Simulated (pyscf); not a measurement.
`[CH3][Al]([OH])[O][Al]([OH])[OH]` + `[SiH4]` → `[CH3][Al]([OH])[O][Al]([OH])[O][SiH3]` + `[H][H]`, a four-centre exchange (singlet surface; H–O, H–Si broken, O–Si, H–H formed). Structures and frequencies: ωB97X-D3(BJ)/def2-SVP in PySCF. Energies in kcal/mol from the separated reactants.

Small-basis levels: PySCF, no dispersion term, spherical d functions. AM1 to PM7: differences of heats of formation from MOPAC, which are fitted to 298 K values and so differ in kind from electronic energies by zero-point and thermal terms. Cost: rough CPU time at the saddle relative to B3LYP/6-31G*, from one job on a shared machine.

```csv
level,barrier,reaction energy,cost
HF/STO-3G,?,-4.4,0.03
SVWN5/6-31G*,7.3,-19.1,1
B3LYP/6-31G*,?,-20.4,1
PBE/def2-SVP,21.1,-15.8,2
B3LYP/def2-SVP,31.2,-17.5,1
AM1,50.7,-13.1,under 0.02
PM3,65.1,-33.9,under 0.02
PM6,-14.2,-68.3,under 0.02
PM7,12.3,-75.9,under 0.02
ωB97M-D3(BJ)/def2-TZVP,?,-20.2,–
```

### Question
Fill in the missing entries.

### Answer

- HF/STO-3G, barrier: 59.6
- B3LYP/6-31G*, barrier: 33.2
- ωB97M-D3(BJ)/def2-TZVP, barrier: 27.8

Against the last row the barrier runs from -42.0 (PM6) to +37.3 kcal/mol (PM3). At PM6 this geometry lies under one side, so the entry may be no barrier of that level: it is a single point on another level's saddle. ωB97M-D3(BJ)/def2-TZVP has limits of its own. On the reactant side the descent ends in a complex (not fully relaxed), 7.1 kcal/mol under the separated species and 31.3 kcal/mol under the saddle at ωB97X-D3(BJ)/def2-TZVP. At ωB97X-D3(BJ)/def2-TZVP the barrier from the zero used here is 24.2 kcal/mol. One saddle was located; it need not be the lowest between these sides.
